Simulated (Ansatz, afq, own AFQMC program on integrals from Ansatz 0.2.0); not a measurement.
Where AFQMC and coupled cluster stand for BSiH₆, doublet

```yaml
atoms:
  - { symbol: Si, position_ang: [-0.8760, 0.0000, 0.0000] }
  - { symbol: H, position_ang: [-1.3709, 1.3997, 0.0000] }
  - { symbol: H, position_ang: [-1.3709, -0.6999, 1.2122] }
  - { symbol: H, position_ang: [-1.3709, -0.6999, -1.2122] }
  - { symbol: H, position_ang: [0.7920, 0.0000, 0.0000] }
  - { symbol: B, position_ang: [2.0990, 0.0000, 0.0000] }
  - { symbol: H, position_ang: [2.6081, 0.0000, 1.0770] }
  - { symbol: H, position_ang: [2.6081, 0.0000, -1.0770] }
```

Basis cc-pVDZ. Noble-gas cores (and the filled d shells of Ga–Kr and In–Xe) are frozen. Integrals, coupled cluster, full CI and functionals: Ansatz 0.2.0; the random walks run on the same integrals in our own AFQMC program. The CISD trial takes its coefficients from CCSD amplitudes. Released means that phaseless walkers are propagated on without the constraint, phases kept. ± is one standard error of the sampling.

Determinant: UHF, the one that the program's search chose, which needn't be the lowest solution. The geometry is a point of a scan.

No full CI on the walks' own integrals is used here; CCSDT(Q) serves as the reference and is uncertain by about the last step of the cluster series.

Cautions: the search met a lower determinant of the same kind, perhaps of another symmetry (13 meV lower); the released energies are still falling, so no released level is given (meV from the phaseless value at times in 1/Eh: -3 ± 3 at 0.24, -2 ± 3 at 0.51, -6 ± 3 at 0.99, -7 ± 3 at 1.62, -9 ± 4 at 2.40), though the last usable value meets CCSDT(Q) within the noise.

* T1 diagnostic: 0.0124
* weight of the determinant in the CISD state: 0.871
* ⟨S²⟩ of the determinant: 0.764
* size of the correlated space: 13 electrons in 56 orbitals

```tsv
level	correlation energy (eV)
MP2	-5.5115
CCSD	-6.8716
CCSD(T)	-7.0224
```

Estimate where phaseless AFQMC with the Hartree–Fock trial lies against CCSD(T) on the same integrals.

58.2 ± 23.4 meV below CCSD(T).

Reference: CCSDT(Q), correlation energy -7.061 eV.

```json
{"level": "CCSD(T)", "E − E(reference) (meV)": "38.4", "share of correlation (%)": "99.46"}
{"level": "CCSDT", "E − E(reference) (meV)": "5.6", "share of correlation (%)": "99.92"}
{"level": "ph-AFQMC/HF", "E − E(reference) (meV)": "-19.7 ± 23.4", "share of correlation (%)": "100.28"}
{"level": "ph-AFQMC/CISD", "E − E(reference) (meV)": "7.2 ± 3.4", "share of correlation (%)": "99.90"}
```

A walk keeps the symmetry of its determinant, which the program's search chose and which needn't be the lowest solution, so a lower state of the same spin and another symmetry isn't excluded.
